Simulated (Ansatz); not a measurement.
# ClH5MgSi: the cost of one run

All numbers below are computed with Ansatz 0.2.0 (UKS revPBE-D4/def2-SVP).

### Step 1. The system as given

Bond lengths: Mg1–Cl3 2.203 Å, Mg1–Si5 2.942 Å, Si5–H6 1.479 Å, Si5–H7 1.480 Å, Si5–H8 1.474 Å. Angles: Cl3–Mg1–Si5 134.6°, Mg1–Si5–H6 111.7°, Mg1–Si5–H7 107.6°, Mg1–Si5–H8 118.6°, H6–Si5–H7 109.2°, H6–Si5–H8 104.2°, H7–Si5–H8 105.0°.

As a file:

```xyz
8

Mg    0.1803   -1.9208    0.1072
H    -0.6257   -0.4822   -1.4601
Cl   -0.0039   -3.0027   -1.8032
H    -0.3853    0.0599   -0.6910
Si    0.2009    0.9185    0.8779
H    -1.1509    1.5148    0.8081
H     1.0963    1.6314   -0.0602
H     0.6882    1.2811    2.2213
```

### Step 2. A restrained relaxation towards end A

Springs on the bonds that form and break draw the guess towards this end; the thresholds are loose.

Contents of input.yaml:

```yaml
crystal:
  periodic: [false, false, false]
  atoms:
    - { symbol: Mg, position_ang: [0.1803, -1.9208, 0.1072] }
    - { symbol: H, position_ang: [-0.6257, -0.4822, -1.4601] }
    - { symbol: Cl, position_ang: [-0.0039, -3.0027, -1.8032] }
    - { symbol: H, position_ang: [-0.3853, 0.0599, -0.691] }
    - { symbol: Si, position_ang: [0.2009, 0.9185, 0.8779] }
    - { symbol: H, position_ang: [-1.1509, 1.5148, 0.8081] }
    - { symbol: H, position_ang: [1.0963, 1.6314, -0.0602] }
    - { symbol: H, position_ang: [0.6882, 1.2811, 2.2213] }
magnetization:
  spin_polarized: true
basis:
  gaussian: { orbitals: def2-SVP }
hamiltonian:
  xc: revpbe
  dispersion: d4
relax:
  f_tol: 0.15
  max_steps: 25
  restrain:
    - { distance: [0, 4], at: 3.82, k: 30.0 }
    - { distance: [3, 1], at: 1.92, k: 30.0 }
    - { distance: [0, 1], at: 1.72, k: 30.0 }
    - { distance: [3, 4], at: 1.42, k: 30.0 }
output:
  orbitals: {}
```

Command:

```bash
> ansatz run input.yaml --threads 2 --pin off --max-ram 3072MiB --backend cpu --events-out ev --progress --plain --runs-dir out
```

Q: Estimate wall time and peak memory on 2 threads of AMD EPYC 7B13 (Zen 3), shared host.

About 35 s, with a peak of 0.22 GiB.
